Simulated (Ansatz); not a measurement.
# NF₃ (singlet): the correlation ladder, 6-31G*

One table from this session's results is given with a row withheld; the runs are named, their logs left out.

Computed with Ansatz 0.2.0, Gaussian basis. Level: 6-31G*, core rule «outside noble gas», up to 4 orbitals frozen.

To be run: UHF; CCSD(T) on RHF; BCCD(T) on RHF; CISD; CCSDT(Q) on RHF; CASSCF and MRCISD+Q, 20 electrons in 13 orbitals; CASSCF and NEVPT2, 20 electrons in 13 orbitals.

18 further runs of the same task are left out: 1 that didn't finish, 17 set aside as unsound or not needed.

## The system

The geometry is an MP2(full)/6-31G* stationary point (not a proven minimum).

4 atoms, charge 0, spin multiplicity 1.

Atoms are counted from 1 here; the program's logs count them from 0.

Bond lengths: N1–F2 1.383 Å, N1–F3 1.383 Å, N1–F4 1.383 Å. Angles: F2–N1–F3 101.6°, F2–N1–F4 101.6°, F3–N1–F4 101.6°.

The first run:

Contents of in.yaml:

```yaml
crystal:
  periodic: [false, false, false]
  atoms:
    - {symbol: N, position_ang: [0.000000, 0.000000, 0.494981]}
    - {symbol: F, position_ang: [0.000000, 1.238218, -0.121643]}
    - {symbol: F, position_ang: [1.072328, -0.619109, -0.121643]}
    - {symbol: F, position_ang: [-1.072328, -0.619109, -0.121643]}
basis:
  gaussian: {orbitals: "6-31G*"}
magnetization: {spin_polarized: true, initial_magnetization: 0}
hamiltonian: {xc: hf}
output: {orbitals: {seedname: orbitals}}
```

The run is started by

```
> ansatz run in.yaml --threads 1 --pin off --events-out ev --progress --plain --max-ram 3956MiB --backend cpu
```

Steps of the session up to this table: UHF; CCSD(T) on RHF; BCCD(T) on RHF; CISD; CCSDT(Q) on RHF; CASSCF and MRCISD+Q, 20 electrons in 13 orbitals; CASSCF and NEVPT2, 20 electrons in 13 orbitals.

One table of the session follows, with a row left open; its other results are not shown here.

| method | from RCCSDT(Q) (meV) |
| --- | --- |
| RHF | +19780.9 |
| RMP2 | ? |
| CISD | +3033.7 |
| RCCSD | +639.1 |
| RCCSD(T) | +82.7 |
| BCCD(T) | +66.9 |
| RCCSDT | +59.1 |
| RCCSDT(Q) | 0 |
| CASSCF valence | +15768.0 |
| NEVPT2 valence | +1660.9 |
| MRCISD valence | +1829.7 |
| MRCISD+Q valence | +346.3 |

Q: Estimate the row for RMP2 from the others.

The run gave: from RCCSDT(Q) (meV): +873.3. In the column «from RCCSDT(Q) (meV)» it lies between RCCSD (+639.1) and NEVPT2 valence (+1660.9).
